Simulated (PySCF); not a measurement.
CF₄, SMILES FC(F)(F)F at its PBE0/def2-SVP optimised geometry (Å):

```
5

F     -0.8769    -0.9303    -1.0741
C     -0.4384    -0.3100     0.0000
F     -0.8766    -0.9301     1.0744
F      0.8770    -0.3100     0.0000
F     -0.8770     0.9303     0.0000
```

Calculation: PBE0/def2-TZVP in PySCF. Cells within 0.4 Å of a nucleus heavier than hydrogen are left out (blank, or x).

Map of the deformation density (molecule minus spherical neutral atoms) (e/bohr³) on the plane z = 0.0 Å:

```
|33333333333333333333333333333|
|33333333333333333333333333333|
|33333333333333333333333333333|
|33333333333333333333333333333|
|33333333333333333333333333333|
|33333333333333333333333333333|
|33333333323333333333333333333|
|33333333222344333333333333333|
|3333333330x754333333333333333|
|333333447xxx74333333333333333|
|333334459xxx44333333333333333|
|333333446xxx44223334333333333|
|33333333446874223344433333333|
|33333333348973234465433333333|
|33333332224xxx465xxx333333333|
|33333332101xxx894xxx123333333|
|33333332101xxx794xxx123333333|
|33333332112xx13653xx433333333|
|33333332222200134465433333333|
|33333333222210123444433333333|
|33333333322222223334333333333|
|33333333333222333333333333333|
|33333333333333333333333333333|
|33333333333333333333333333333|
|33333333333333333333333333333|
|33333333333333333333333333333|
|33333333333333333333333333333|
|33333333333333333333333333333|
|33333333333333333333333333333|
```
Scale: ten equal steps from -0.040 (start of '0') to 0.061 (end of '9'), in the order '0123456789'; x runs from -3.00 to 3.00, y from -3.00 (bottom) to 3.00 (top).
